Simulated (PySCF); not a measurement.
# C2H6O: the cost of one run

Program: PySCF 2.14.0. Level of theory: levels as typed in each script, gas phase, geometry from GFN2-xTB. These are calculated values, not measurements.

### 1 The starting structure

9 atoms, charge 0, spin multiplicity 1.

Bond lengths: C1–C2 1.521 Å, C1–H4 1.086 Å, C1–H5 1.086 Å, C1–H6 1.087 Å, C2–O3 1.413 Å, C2–H7 1.100 Å, C2–H8 1.101 Å, O3–H9 0.962 Å. Angles: C2–C1–H4 110.1°, C2–C1–H5 109.8°, C2–C1–H6 109.7°, H4–C1–H5 109.4°, H4–C1–H6 109.4°, H5–C1–H6 108.5°, C1–C2–O3 108.4°, C1–C2–H7 109.8°, C1–C2–H8 109.9°, O3–C2–H7 110.3°, O3–C2–H8 110.2°, H7–C2–H8 108.1°, C2–O3–H9 109.3°.

Geometry (Å):

```xyz
9

C     1.2271   -0.2196   -0.0002
C    -0.0890    0.5421   -0.0001
O    -1.1470   -0.3940   -0.0002
H     2.0611    0.4764    0.0010
H     1.2860   -0.8510   -0.8813
H     1.2846   -0.8526    0.8817
H    -0.1481    1.1856   -0.8900
H    -0.1494    1.1840    0.8918
H    -1.9870    0.0750   -0.0002
```

### 2 Excited states (LC-wPBE/6-311+g**)

Contents of input.py:

```python
import numpy as np
from pyscf import gto, scf, dft, tdscf
from pyscf.scf import atom_ks, atom_hf
from scipy.linalg import block_diag

def solve(mol, dm0=None, hcore=None):
    mf = (dft.UKS if mol.spin else dft.RKS)(mol, xc='lc_wpbe')
    mf.grids.level = 3
    mf = mf.density_fit(auxbasis='def2-universal-jkfit')
    mf.conv_tol, mf.max_cycle = 1e-8, 80
    if hcore is not None:
        mf.get_hcore = lambda *args: hcore
    mf.kernel(dm0)
    if not mf.converged:
        mf = mf.newton().run(mf.mo_coeff, mf.mo_occ, max_cycle=30)
    assert mf.converged, 'SCF not converged'
    return mf

mol = gto.M(atom='''
C      1.22712    -0.21960    -0.00021
C     -0.08902     0.54208    -0.00007
O     -1.14696    -0.39404    -0.00016
H      2.06111     0.47643     0.00099
H      1.28597    -0.85103    -0.88135
H      1.28460    -0.85261     0.88168
H     -0.14807     1.18563    -0.89004
H     -0.14945     1.18404     0.89180
H     -1.98705     0.07500    -0.00016
''', basis='6-311+g**', charge=0, spin=0, verbose=4)
mf = solve(mol)
td = mf.TDDFT()
td.nstates, td.singlet, td.conv_tol = 5, True, 1e-5
td.kernel()
td.analyze()
x, y = np.array([p[0] for p in td.xy]), np.array([p[1] + 0 * p[0] for p in td.xy])
f, mu = td.oscillator_strength(), td.transition_dipole()
nto = [td.get_nto(state=i + 1, verbose=4) for i in range(len(td.e))]
# spherically averaged free atoms, for the promolecule
atm = atom_ks.get_atm_nrks(mol, xc='lc_wpbe')
pro = block_diag(*[(atm[a[0]][2] * atm[a[0]][3]) @ atm[a[0]][2].T for a in mol._atom])
np.savez('result.npz', e=td.e, f=f, ok=td.converged, w=[n[0] for n in nto], nto=[n[1] for n in nto], x=x, y=y, c=mf.mo_coeff, occ=mf.mo_occ, eps=mf.mo_energy, pro=pro, mu=mu)
```

Launch:

```
$ OMP_NUM_THREADS=1 python input.py
```

Q: Estimate wall time and peak memory on 1 thread of Intel Xeon Platinum 8259CL at 2.50GHz (Skylake/Cascade Lake), shared host.

About 4.5 min, with a peak of 0.63 GiB.
